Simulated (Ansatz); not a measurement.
bcc W was calculated with PBEsol (Ansatz, a program for electronic structure, PAW).

A perfect cell of 2 atoms has -20513.1356 eV. A cell of 54 sites with one atom taken out, atoms relaxed at the host's volume, has -543594.6010 eV. Energies are extrapolated to zero smearing.

Defect cell: Numerical settings: plane-wave cutoff 500 eV, 4×4×4 k mesh, Fermi–Dirac smearing 0.1 eV, cell of 54 sites, scalar-relativistic PAW data made under PBE.

Perfect cell: Numerical settings: plane-wave cutoff 500 eV, 12×12×12 k mesh, Fermi–Dirac smearing 0.1 eV, scalar-relativistic PAW data made under PBE.

Work out the vacancy formation energy, and the share of vacant sites at 2950 K if the formation entropy is left out.

E_f = E(53) − 53 × E_bulk per atom = -543594.6010 − 53 × (-20513.1356/2) = 3.49 eV. With k_B T = 0.25421 eV, exp(−3.49/0.25421) = 1e-06. Before relaxation the value is 3.56 eV.

Measured, for comparison: vacancy formation energy 3.6 ± 0.2 eV (not corrected to a static lattice, monovacancy, our sources range from 3.60 to 4.60; as tabulated in J. N. Mundy, S. T. Ockers, L. C. Smedskjaer, Vacancy migration enthalpy in …).

The cell is finite, so the vacancy feels its images.

Note: energies are extrapolated to zero smearing, and mesh and cell size move such values by some hundredths of an eV or more.
